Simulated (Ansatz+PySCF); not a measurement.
A calculation with PySCF 2.14.0.

```python
from pyscf import gto, scf, cc

mol = gto.M(atom="""
N 2.162560 0.000000 1.514240
S 0.000000 0.000000 0.000000
B -2.322300 0.000000 1.626090
""", basis='sto-3g', charge=0, spin=0)
mf = scf.RHF(mol)
mf.kernel()
mycc = cc.CCSD(mf, frozen=7).run()
et = mycc.ccsd_t()
print(mf.e_tot, mycc.e_corr, et, mycc.e_tot + et)
```

The script is written out from the run's settings.

Results

| Property | Result |
| --- | --- |
| Converged | yes |
| Reference energy | -470.65799 hartree |
| CCSD correlation energy | -0.29529 hartree |
| Triples correction | -0.00842 hartree |
| Total energy | -470.96170 hartree |
| Spin squared of the determinant | 0.000 |

Caution: large amplitudes, a single reference is doubtful; an unrestricted determinant lies well below.
